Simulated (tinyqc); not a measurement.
Worked calculation: UHF in the sto-3g basis, for H2O+, spin multiplicity 2. This run ends on a higher stationary point, not on the lowest solution. One step of it, computed by the program tinyqc.

Question. Iteration 2: diagonalisation and new density. Diagonalise F' = X^T F X, C = X C', fill 5 alpha and 4 beta electrons from the bottom; D(s) = C_occ C_occ^T. Each column has its largest component positive (the first on a tie).

extrapolated F(alpha) (hartree):
```
             1O 1s      1O 2s     1O 2px     1O 2py     1O 2pz      2H 1s      3H 1s
1O 1s   -20.170247  -5.177038  -0.002374  -0.009527   0.003665  -0.447895  -0.492808
1O 2s    -5.177038  -2.615894  -0.015244  -0.046901  -0.028401  -0.535443  -0.589342
1O 2px   -0.002374  -0.015244  -0.523624  -0.014411   0.004553   0.014434  -0.012379
1O 2py   -0.009527  -0.046901  -0.014411  -0.604555   0.065257  -0.279050   0.291339
1O 2pz    0.003665  -0.028401   0.004553   0.065257  -0.584586  -0.267391  -0.208514
2H 1s    -0.447895  -0.535443   0.014434  -0.279050  -0.267391  -0.460575  -0.132658
3H 1s    -0.492808  -0.589342  -0.012379   0.291339  -0.208514  -0.132658  -0.479962
```

extrapolated F(beta) (hartree):
```
             1O 1s      1O 2s     1O 2px     1O 2py     1O 2pz      2H 1s      3H 1s
1O 1s   -20.140190  -5.140305  -0.002129  -0.007299   0.001989  -0.444021  -0.487291
1O 2s    -5.140305  -2.384077   0.026547   0.116950  -0.235724  -0.524743  -0.560568
1O 2px   -0.002129   0.026547  -0.438566   0.050204  -0.105645   0.018389  -0.029141
1O 2py   -0.007299   0.116950   0.050204  -0.257919  -0.271475  -0.286616   0.268263
1O 2pz    0.001989  -0.235724  -0.105645  -0.271475  -0.024714  -0.275302  -0.145936
2H 1s    -0.444021  -0.524743   0.018389  -0.286616  -0.275302  -0.490915  -0.116349
3H 1s    -0.487291  -0.560568  -0.029141   0.268263  -0.145936  -0.116349  -0.471905
```

X:
```
                1          2          3         4          5          6          7
1O 1s   -0.446832  -0.065208   0.665059  0.000000  -0.592319   0.020952   0.256173
1O 2s    0.894399   0.092109  -0.261877  0.000000  -0.300546   0.021177   0.494272
1O 2px   0.000000   0.000000   0.000000  1.000000   0.000000   0.000000   0.000000
1O 2py  -0.090658   0.777779   0.008650  0.000000   0.005432   0.689402  -0.021239
1O 2pz   0.379236   0.029524   0.694817  0.000000   0.610048   0.002850   0.222400
2H 1s   -0.450169  -0.704228  -0.264119  0.000000   0.222186   0.425828   0.369103
3H 1s   -0.615972   0.599419  -0.243158  0.000000   0.205686  -0.395367   0.402160
```

Give: F' = X^T F X; orbital energies; coefficients C; F' = X^T F X; orbital energies; coefficients C; D(alpha) after iteration 2; D(beta) after iteration 2.

Answer.

F' = X^T F X (alpha) (hartree):
```
         1        2        3        4        5        6        7
1  -1.6105  -0.2636   3.1295  -0.0084  -3.0980   0.1008   1.4867
2  -0.2636  -0.1209   0.6078  -0.0299  -0.4716  -0.0513   0.2837
3   3.1295   0.6078  -7.3064   0.0046   7.5059  -0.2844  -4.4588
4  -0.0084  -0.0299   0.0046  -0.5236   0.0093   0.0007  -0.0065
5  -3.0980  -0.4716   7.5059   0.0093  -9.1629   0.3621   5.2186
6   0.1008  -0.0513  -0.2844   0.0007   0.3621  -0.7397  -0.2222
7   1.4867   0.2837  -4.4588  -0.0065   5.2186  -0.2222  -4.1858
```

orbital energies (alpha) (hartree): MO1 -20.1797, MO2 -1.3880, MO3 -0.7468, MO4 -0.6653, MO5 -0.5240, MO6 -0.1071, MO7 -0.0389

coefficients C (alpha):
```
            MO1      MO2      MO3      MO4      MO5      MO6      MO7
1O 1s    0.9941  -0.2533  -0.0149   0.0507   0.0085   0.0854   0.0224
1O 2s    0.0243   0.9630   0.0806  -0.2385  -0.0368  -0.4504  -0.1281
1O 2px   0.0001   0.0169   0.0287  -0.0740   0.9951  -0.0163   0.0545
1O 2py   0.0005   0.0520   0.7298   0.2371   0.0354   0.3132  -0.6310
1O 2pz   0.0007   0.0377  -0.3583   0.7481   0.0769  -0.4772  -0.3551
2H 1s   -0.0031   0.0924   0.1477   0.4827  -0.0124   0.3281   0.8741
3H 1s   -0.0032   0.1070  -0.3888  -0.0005   0.0442   0.9308  -0.3568
```

F' = X^T F X (beta) (hartree):
```
         1        2        3        4        5        6        7
1  -1.5678  -0.2381   3.1236  -0.0102  -3.1047   0.0949   1.5504
2  -0.2381   0.0627   0.4177   0.0081  -0.6509   0.1538   0.3052
3   3.1236   0.4177  -6.9662  -0.0791   7.8235  -0.4834  -4.4372
4  -0.0102   0.0081  -0.0791  -0.4386  -0.0728   0.0542  -0.0169
5  -3.1047  -0.6509   7.8235  -0.0728  -8.8290   0.1604   5.2135
6   0.0949   0.1538  -0.4834   0.0542   0.1604  -0.5733  -0.2438
7   1.5504   0.3052  -4.4372  -0.0169   5.2135  -0.2438  -4.1064
```

orbital energies (beta) (hartree): MO1 -20.1483, MO2 -1.2300, MO3 -0.6724, MO4 -0.4689, MO5 -0.2465, MO6 0.0147, MO7 0.3326

coefficients C (beta):
```
            MO1      MO2      MO3      MO4      MO5      MO6      MO7
1O 1s    0.9946  -0.2394   0.0267   0.0288   0.1154   0.0345   0.0224
1O 2s    0.0223   0.9077  -0.1189  -0.1312  -0.5628  -0.1919  -0.0527
1O 2px   0.0001  -0.0033  -0.0525   0.9556  -0.2397   0.1017  -0.1278
1O 2py   0.0001  -0.0565   0.5648   0.0152   0.0566  -0.5611  -0.6697
1O 2pz   0.0010   0.1728   0.3102   0.2094   0.1324  -0.5605   0.7399
2H 1s   -0.0028   0.1575   0.5378   0.0344   0.3229   0.8406   0.0960
3H 1s   -0.0031   0.1291  -0.3435   0.1603   0.8798  -0.1635  -0.4440
```

D(alpha) after iteration 2:
```
          1O 1s    1O 2s   1O 2px   1O 2py   1O 2pz    2H 1s    3H 1s
1O 1s    1.0553  -0.2334   0.0002  -0.0113   0.0351  -0.0043  -0.0241
1O 2s   -0.2334   0.9928  -0.0004   0.0510  -0.1738  -0.0139   0.0701
1O 2px   0.0002  -0.0004   0.9968   0.0395   0.0115  -0.0423   0.0347
1O 2py  -0.0113   0.0510   0.0395   0.5927  -0.0795   0.2266  -0.2767
1O 2pz   0.0351  -0.1738   0.0115  -0.0795   0.6953   0.3107   0.1464
2H 1s   -0.0043  -0.0139  -0.0423   0.2266   0.3107   0.2635  -0.0483
3H 1s   -0.0241   0.0701   0.0347  -0.2767   0.1464  -0.0483   0.1646
```

D(beta) after iteration 2:
```
          1O 1s    1O 2s   1O 2px   1O 2py   1O 2pz    2H 1s    3H 1s
1O 1s    1.0481  -0.2020   0.0270   0.0292  -0.0261  -0.0251  -0.0386
1O 2s   -0.2020   0.8557  -0.1221  -0.1204   0.0926   0.0744   0.1369
1O 2px   0.0270  -0.1221   0.9159  -0.0149   0.1833   0.0042   0.1708
1O 2py   0.0292  -0.1204  -0.0149   0.3224   0.1686   0.2954  -0.1989
1O 2pz  -0.0261   0.0926   0.1833   0.1686   0.1700   0.2013  -0.0507
2H 1s   -0.0251   0.0744   0.0042   0.2954   0.2013   0.3152  -0.1589
3H 1s   -0.0386   0.1369   0.1708  -0.1989  -0.0507  -0.1589   0.1604
```
